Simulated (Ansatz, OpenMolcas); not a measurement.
The same job for OpenMolcas

Ansatz 0.2.0 runs this on SiNH4F (SMILES N[SiH2]F):

input.yaml:
```yaml
basis:
  gaussian:
    orbitals: 3-21G.json
crystal:
  periodic: [false, false, false]
  atoms:
    - {symbol: N, position_ang: [-0.761500, 0.339000, -0.625200]}
    - {symbol: Si, position_ang: [0.531100, -0.115700, 0.373400]}
    - {symbol: F, position_ang: [0.515100, -1.653900, 0.829800]}
    - {symbol: H, position_ang: [-0.786600, 0.105100, -1.603600]}
    - {symbol: H, position_ang: [-1.682200, 0.513500, -0.258400]}
    - {symbol: H, position_ang: [0.455900, 0.676200, 1.620700]}
    - {symbol: H, position_ang: [1.789400, 0.068000, -0.382300]}
hamiltonian:
  xc: hf
accuracy: high
output: {forces: true, orbitals: {seedname: orbitals}}
```

```bash
$ ansatz run input.yaml --threads 1 --pin off --max-ram 2610MiB --events-out events.jsonl --progress --plain --runs-dir runs
```

(Basis files named in the input come from the Basis Set Exchange and aren't shown.)

The shape is that of a PBE0-D4/def2-TZVP optimisation. This is one conformer, not always the lowest.

It gives a total energy of -442.853524 Eh.

**Question.** Write the same calculation for OpenMolcas 26.06 as an input file of the program's own.

**Answer.** This input was run:

test.input:
```
&gateway
 baslib=$CurrDir
 basisset
 N.3-21G....
 N1 -0.761500 0.339000 -0.625200 angstrom
 End of Basis
 basisset
 Si.3-21G....
 Si2 0.531100 -0.115700 0.373400 angstrom
 End of Basis
 basisset
 F.3-21G....
 F3 0.515100 -1.653900 0.829800 angstrom
 End of Basis
 basisset
 H.3-21G....
 H4 -0.786600 0.105100 -1.603600 angstrom
 H5 -1.682200 0.513500 -0.258400 angstrom
 H6 0.455900 0.676200 1.620700 angstrom
 H7 1.789400 0.068000 -0.382300 angstrom
 End of Basis

&seward

&scf
 thresholds=1e-10 1e-07 1e-07 1e-05
 prorbitals=1 2

&alaska
```

```bash
$ export MOLCAS_MEM=1860
$ pymolcas test.input > test.log
```

(Basis files named in the input come from the Basis Set Exchange and aren't shown.)

Its energy is -442.853524 Eh, 0.000 mEh from the first.
